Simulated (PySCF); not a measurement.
Species: C5H9F.
SMILES: `CC[C@@H]1C[C@H]1F`

All values: wB97X-D/def2-SVPD (PySCF, non-relativistic), on one gas-phase PBE0-D3(BJ)/def2-SVP geometry that isn't relaxed in the solvent. The solvent is an IEF-PCM continuum (cavity from Bondi-type radii × 1.2), and excitations are vertical TDDFT with non-equilibrium linear response and a frozen core. Specific hydrogen bonds and non-electrostatic terms are outside this model.

Gas-phase singlets (H = HOMO, L = LUMO):

```tsv
state	E (eV)	λ (nm)	f	leading configurations
S1	8.174	152	0.003	H→L+1 77%
S2	8.401	148	0.015	H→L 65%, H→L+3 15%
S3	8.484	146	0.019	H-1→L+1 61%, H-1→L 21%
S4	8.595	144	0.010	H-1→L 57%, H-1→L+1 12%, H-1→L+3 11%
S5	8.893	139	0.005	H→L+2 55%, H→L+3 33%
```

Question: Give the list for chloroform (ε = 4.711), n² = 2.09.

Answer: 
| state | E (eV) | λ (nm) | f | leading configurations | change by rank (eV) |
| --- | --- | --- | --- | --- | --- |
| S1 | 8.216 | 151 | 0.003 | H→L+1 74% | +0.042 |
| S2 | 8.473 | 146 | 0.012 | H→L 43%, H-1→L+1 24%, H→L+3 12% | +0.072 |
| S3 | 8.524 | 145 | 0.038 | H-1→L+1 44%, H→L 25%, H-1→L 15% | +0.040 |
| S4 | 8.655 | 143 | 0.011 | H-1→L 64%, H-1→L+4 10% | +0.060 |
| S5 | 8.898 | 139 | 0.011 | H→L+3 55%, H→L+2 30% | +0.005 |

Question: How does the list change in tetrahydrofuran (ε = 7.426)?

Answer: 
| state | E (eV) | λ (nm) | f | leading configurations | change by rank (eV) |
| --- | --- | --- | --- | --- | --- |
| S1 | 8.220 | 151 | 0.003 | H→L+1 74% | +0.046 |
| S2 | 8.480 | 146 | 0.011 | H→L 39%, H-1→L+1 26%, H→L+3 12% | +0.079 |
| S3 | 8.534 | 145 | 0.037 | H-1→L+1 41%, H→L 28%, H-1→L 14% | +0.050 |
| S4 | 8.665 | 143 | 0.011 | H-1→L 64%, H-1→L+4 10% | +0.070 |
| S5 | 8.901 | 139 | 0.012 | H→L+3 58%, H→L+2 26% | +0.008 |

Question: The ground-state energy changes by -0.103 eV from gas to tetrahydrofuran. By how much does the total energy of gas-phase S1 change?

Answer: E(S1) = E(S0) + excitation energy, so it changes by -0.103 + 0.046 = -0.057 eV: it is lowered less than the ground state, which is what a blue shift means. This is the vertical state, with the slow part of the continuum still set for S0.

Question: How do the frontier levels move from gas to tetrahydrofuran?

Answer: 
```
orbital  gas (eV)  solvent (eV)  change (eV)
 LUMO+2      3.10          3.26        +0.16
 LUMO+1      2.74          2.87        +0.13
   LUMO      2.45          2.66        +0.21
   HOMO     -9.89         -9.82        +0.07
 HOMO-1    -10.19        -10.07        +0.12
 HOMO-2    -11.56        -11.33        +0.23
 HOMO-3    -11.90        -11.70        +0.20
```

The HOMO–LUMO gap goes from 12.34 to 12.47 eV.

The values belong to the conformer `[CH3:1][CH2:2][C@@H:3]1[CH2:4][C@H:5]1[F:6]`: C1–C2–C3–C4 -82°.

The pairwise dispersion term of wB97X-D wasn't added to the energies; at a given geometry it leaves orbitals and properties as they are.
